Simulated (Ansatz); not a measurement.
Process, species as SMILES: [PH2] (PH2) → [PH2-] (an electron is taken up)
B3LYP-D3(BJ)/def2-TZVP geometries, fixed; electronic energies without zero-point terms; positive where energy is released.

The adiabatic electron affinity at CCSD(T) with Ansatz (a first-principles code), in eV, split into its Hartree-Fock and correlation parts. Cores are frozen. Open shells are unrestricted. No added dispersion term, no relativity. Functions are those of the species that has most. These sets lack the diffuse functions that anions need.

```csv
basis,X,functions,Hartree-Fock,CCSD(T)
cc-pV(D+d)Z,2,33,-0.529,0.114
cc-pV(T+d)Z,3,67,-0.276,0.725
cc-pV(Q+d)Z,4,124,-0.105,1.025
```

Worked estimate of the basis-set limit from each neighbouring pair, with Hartree-Fock from the larger set and the correlation part extrapolated as X^-3.
Correlation parts: X = 2: 0.643, X = 3: 1.001, X = 4: 1.130.
- (2,3): (27·(1.001) - 8·(0.643))/19 = 1.152; with Hartree-Fock -0.276 the estimate is 0.876 eV.
- (3,4): (64·(1.130) - 27·(1.001))/37 = 1.224; with Hartree-Fock -0.105 the estimate is 1.119 eV.
The last two estimates differ by 0.243 eV; the largest set lies 0.094 from the last. Over the last step Hartree-Fock moves by 0.171 and the correlation part by 0.129.
